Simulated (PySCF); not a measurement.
C6H9 (charge +1).
Numbering: `[CH:1]#[C:2][C+:3]([CH3:4])[CH2:5][CH3:6]` (hydrogens: H7 on C1; H8, H9, H10 on C4; H11, H12 on C5; H13, H14, H15 on C6)

Cartesian coordinates in Å at the PBE0-D3(BJ)/def2-SVP level; atoms count from 1:
```
atom  x, y, z in Å
C1     2.9666   -1.2299   -1.0150
C2     1.8781   -0.7723   -0.7039
C3     0.6503   -0.2304   -0.3427
C4     0.6124    1.0796    0.3058
C5    -0.5772   -0.9934   -0.6196
C6    -1.9058   -0.3941   -0.2148
H7     3.9292   -1.6388   -1.2919
H8     0.1096    0.9596    1.2865
H9     1.5927    1.5508    0.4286
H10   -0.0804    1.7346   -0.2569
H11   -0.4124   -1.9990   -0.1747
H12   -0.5366   -1.2387   -1.7036
H13   -1.9691   -0.2240    0.8701
H14   -2.7152   -1.0848   -0.4854
H15   -2.1031    0.5584   -0.7286
```

All values: CAM-B3LYP/def2-SVPD (PySCF, non-relativistic), on one gas-phase PBE0-D3(BJ)/def2-SVP geometry that isn't relaxed in the solvent. The solvent is an IEF-PCM continuum (Bondi radii, 1.10 Å for H, scaled by 1.2), and excitations are vertical TDDFT with non-equilibrium linear response and a frozen core. The model holds no explicit solvent molecules, cavitation or dispersion.

Gas-phase singlets (H = HOMO, L = LUMO):

```json
{"state": "S1", "E (eV)": "3.056", "λ (nm)": "406", "f": "0.000", "leading configurations": "H→L 98%"}
{"state": "S2", "E (eV)": "4.738", "λ (nm)": "262", "f": "0.221", "leading configurations": "H-1→L 92%"}
{"state": "S3", "E (eV)": "5.299", "λ (nm)": "234", "f": "0.001", "leading configurations": "H-2→L 84%, H-5→L 9%"}
{"state": "S4", "E (eV)": "5.757", "λ (nm)": "215", "f": "0.002", "leading configurations": "H-4→L 81%, H-5→L 15%"}
{"state": "S5", "E (eV)": "5.836", "λ (nm)": "212", "f": "0.057", "leading configurations": "H-3→L 92%"}
```

Problem. Give the list for chloroform (ε = 4.711), n² = 2.09.

Solution. 
```csv
state,E (eV),λ (nm),f,leading configurations,change by rank (eV)
S1,3.120,397,0.000,H→L 98%,+0.064
S2,4.663,266,0.284,H-1→L 93%,-0.075
S3,5.371,231,0.002,"H-2→L 83%, H-5→L 11%",+0.072
S4,5.831,213,0.004,"H-4→L 77%, H-5→L 16%",+0.074
S5,5.878,211,0.088,H-3→L 90%,+0.042
```

Problem. The ground-state energy changes by -1.879 eV from gas to chloroform. By how much does the total energy of gas-phase S1 change?

Solution. E(S1) = E(S0) + excitation energy, so it changes by -1.879 + 0.064 = -1.815 eV: it is lowered less than the ground state, which is what a blue shift means. This is the vertical state, with the slow part of the continuum still set for S0.

Problem. How do the frontier levels move from gas to chloroform?

Solution. 
| orbital | gas (eV) | solvent (eV) | change (eV) |
| --- | --- | --- | --- |
| LUMO+2 | -2.93 | 0.34 | +3.27 |
| LUMO+1 | -3.47 | 0.01 | +3.48 |
| LUMO | -7.86 | -4.29 | +3.57 |
| HOMO | -15.22 | -11.72 | +3.50 |
| HOMO-1 | -15.54 | -12.04 | +3.50 |
| HOMO-2 | -16.45 | -13.04 | +3.41 |
| HOMO-3 | -16.64 | -13.17 | +3.47 |

The HOMO–LUMO gap goes from 7.36 to 7.43 eV.
